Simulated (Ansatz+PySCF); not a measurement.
Values are calculated unless marked as measured or tabulated.
Input for Ansatz (development build ahead of 0.2.0):

```yaml
crystal:
  periodic: [false, false, false]
  atoms:
    - { symbol: H, position_ang: [0.0, -1.24456, -1.2785] }
    - { symbol: C, position_ang: [0.0, -0.16211, -1.20972] }
    - { symbol: C, position_ang: [0.0, 0.46591, 0.0] }
    - { symbol: C, position_ang: [0.0, -0.16211, 1.20972] }
    - { symbol: H, position_ang: [0.0, 0.39662, 2.13681] }
    - { symbol: H, position_ang: [0.0, 0.39662, -2.13681] }
    - { symbol: H, position_ang: [0.0, 1.55418, 0.0] }
    - { symbol: H, position_ang: [0.0, -1.24456, 1.2785] }
basis:
  gaussian: { orbitals: cc-pVTZ }
magnetization:
  spin_polarized: true
  initial_magnetization: 1
hamiltonian:
  xc: hf
correlation:
  method: mp2
  frozen_orbitals: { C: 1, H: 0 }
output:
  forces: true
```

The input is written out in the form of the current development build from the run's settings.

The run gave:

| Property | Result |
| --- | --- |
| Converged | yes |
| Reference energy | -116.51047 hartree |
| Correlation energy | -0.45762 hartree |
| Total energy | -116.96809 hartree |
| Spin squared of the determinant | 0.935 |
| Stability test | minimum |
| Occupied orbitals by symmetry in an Abelian subgroup (alpha; beta) | 6 A1 1 A2 1 B1 4 B2; 6 A1 1 B1 4 B2 |

Forces (eV/Å):
```tsv
atom	Fx	Fy	Fz
H1	0.000	0.163	0.040
C2	0.000	-0.341	-0.634
C3	0.000	0.701	0.000
C4	0.000	-0.341	0.634
H5	0.000	-0.087	-0.157
H6	0.000	-0.087	0.157
H7	0.000	-0.171	0.000
H8	0.000	0.163	-0.040
```

Caution: the unrestricted determinant is spin contaminated.
